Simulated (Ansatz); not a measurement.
Relaxation of ClH5Si2 (8 atoms, charge 0, multiplicity 1), to a largest force component of 0.03 eV/Å in at most 50 steps.

All numbers below come from RKS BLYP/def2-SVP (Ansatz).

```xyz
8
Properties=species:S:1:pos:R:3:forces:R:3
Si 0.267 -0.007 0.010 -0.52 -0.03 -0.69
Si 0.958 -0.010 2.148 0.04 -0.08 1.50
H -0.028 -0.299 3.236 -0.08 0.01 0.08
H 2.047 -1.045 2.226 0.02 0.00 -0.04
H 1.559 1.343 2.388 0.05 0.01 0.00
H 1.656 0.127 -0.445 0.49 0.07 -0.86
Cl -0.864 1.672 -0.546 -0.03 0.02 0.00
H -0.387 -1.234 -0.545 0.03 -0.01 0.01
```

Q: Where does it end, and by what steps?

A: It converged. After 5 steps the energy has fallen by 0.270 eV; H6 moved furthest, 0.53 Å.

```csv
step,energy less start (eV),largest force component (eV/Å),accepted
0,0.0000,1.499,yes
1,-0.1753,0.376,yes
2,-0.2529,0.076,yes
3,-0.2679,0.038,yes
4,-0.2493,0.250,no
5,-0.2697,0.015,yes
```

```xyz
8
Properties=species:S:1:pos:R:3
Si 0.387 0.008 -0.064
Si 1.019 0.002 2.217
H -0.188 -0.213 3.081
H 2.006 -1.103 2.465
H 1.652 1.316 2.570
H 1.578 0.183 -0.961
Cl -0.935 1.618 -0.392
H -0.312 -1.264 -0.445
```

Whether the end is a true minimum wasn't checked by a vibrational analysis.

Run time: 12 s on 1 thread of Arm Neoverse V2 (shared host), peak memory 0.14 GiB.
